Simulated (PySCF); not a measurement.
## How the method moves the HOMO and LUMO of C3H6

Compound: C3H6.
Z-matrix (Å and degrees, PBE0-D3(BJ)/def2-SVP geometry), rows numbered from 1:
```
C 
C   1  1.3336
C   2  1.4926  1  125.45
H   1  1.0953  2  121.35  3    -0.04
H   1  1.0932  2  121.59  3   179.99
H   2  1.0979  1  118.46  3  -179.97
H   3  1.1030  2  111.09  1  -120.60
H   3  1.1001  2  111.72  1     0.28
H   3  1.1030  2  111.11  1   121.19
```

The species is `C=CC` (C3H6).

Basis pcSseg-2 throughout (PySCF), one geometry. Geometry: PBE0-D3(BJ)/def2-SVP; no solvent, vibrations or thermal averaging.

Question: How do the orbital energies, the gap and the dipole change with the method?

Answer: 
```json
{"method": "BLYP", "kind": "GGA", "HOMO (eV)": "-6.09", "LUMO (eV)": "-0.59", "gap (eV)": "5.50", "μ (D)": "0.44", "SCF cycles": "14"}
{"method": "B97-D", "kind": "GGA", "HOMO (eV)": "-6.18", "LUMO (eV)": "-0.60", "gap (eV)": "5.57", "μ (D)": "0.44", "SCF cycles": "13"}
{"method": "OPBE", "kind": "GGA", "HOMO (eV)": "-6.22", "LUMO (eV)": "-0.60", "gap (eV)": "5.62", "μ (D)": "0.44", "SCF cycles": "14"}
{"method": "KT2", "kind": "GGA", "HOMO (eV)": "-6.23", "LUMO (eV)": "-0.66", "gap (eV)": "5.57", "μ (D)": "0.44", "SCF cycles": "14"}
{"method": "KT3", "kind": "GGA", "HOMO (eV)": "-6.24", "LUMO (eV)": "-0.65", "gap (eV)": "5.59", "μ (D)": "0.42", "SCF cycles": "13"}
{"method": "PBE", "kind": "GGA", "HOMO (eV)": "-6.25", "LUMO (eV)": "-0.71", "gap (eV)": "5.54", "μ (D)": "0.45", "SCF cycles": "14"}
{"method": "BP86", "kind": "GGA", "HOMO (eV)": "-6.33", "LUMO (eV)": "-0.78", "gap (eV)": "5.55", "μ (D)": "0.45", "SCF cycles": "13"}
{"method": "LDA", "kind": "LDA", "HOMO (eV)": "-6.40", "LUMO (eV)": "-0.91", "gap (eV)": "5.49", "μ (D)": "0.48", "SCF cycles": "13"}
{"method": "B97-2", "kind": "global hybrid", "HOMO (eV)": "-7.10", "LUMO (eV)": "0.28", "gap (eV)": "7.38", "μ (D)": "0.43", "SCF cycles": "11"}
{"method": "B3LYP", "kind": "global hybrid", "HOMO (eV)": "-7.14", "LUMO (eV)": "0.07", "gap (eV)": "7.22", "μ (D)": "0.43", "SCF cycles": "12"}
{"method": "PBE0", "kind": "global hybrid", "HOMO (eV)": "-7.36", "LUMO (eV)": "0.33", "gap (eV)": "7.69", "μ (D)": "0.44", "SCF cycles": "11"}
{"method": "mPW1PW91", "kind": "global hybrid", "HOMO (eV)": "-7.38", "LUMO (eV)": "0.32", "gap (eV)": "7.70", "μ (D)": "0.43", "SCF cycles": "11"}
{"method": "BHandHLYP", "kind": "global hybrid", "HOMO (eV)": "-8.32", "LUMO (eV)": "1.29", "gap (eV)": "9.62", "μ (D)": "0.42", "SCF cycles": "11"}
{"method": "CAM-B3LYP", "kind": "range-separated hybrid", "HOMO (eV)": "-8.71", "LUMO (eV)": "1.45", "gap (eV)": "10.15", "μ (D)": "0.43", "SCF cycles": "12"}
{"method": "wB97X-D", "kind": "range-separated hybrid", "HOMO (eV)": "-9.22", "LUMO (eV)": "2.15", "gap (eV)": "11.37", "μ (D)": "0.43", "SCF cycles": "12"}
{"method": "HF", "kind": "Hartree–Fock", "HOMO (eV)": "-9.77", "LUMO (eV)": "2.79", "gap (eV)": "12.56", "μ (D)": "0.42", "SCF cycles": "9"}
{"method": "LC-wPBE", "kind": "range-separated hybrid", "HOMO (eV)": "-10.12", "LUMO (eV)": "2.57", "gap (eV)": "12.69", "μ (D)": "0.42", "SCF cycles": "12"}
```

The HOMO spans 4.03 eV, from BLYP down to LC-wPBE, and the gap runs from 5.49 eV (LDA) to 12.69 eV (LC-wPBE). Over the methods BLYP (0 %), B97-D (0 %), OPBE (0 %), KT2 (0 %), KT3 (0 %), PBE (0 %), BP86 (0 %), LDA (0 %), B97-2 (21 %), B3LYP (20 %), PBE0 (25 %), mPW1PW91 (25 %), BHandHLYP (50 %), HF (100 %), a straight line through the gap against the share of exact exchange rises by 0.73 eV for each 10 % (correlation coefficient 0.996). The dipole ranges from 0.42 D (KT3) to 0.48 D (LDA). This basis has no diffuse functions.

Reference dipole: 0.36 D (measured, gas; NIST CCCBDB Release 22 (SRD 101), experimental dipoles); nearest here: KT3 (0.42 D), LC-wPBE (0.42 D), BHandHLYP (0.42 D) and HF (0.42 D). 

The vertical ΔSCF ionisation energy at wB97X-D/def2-SVPD is 9.74 eV; −ε(HOMO) comes closest to it with HF (9.77 eV).
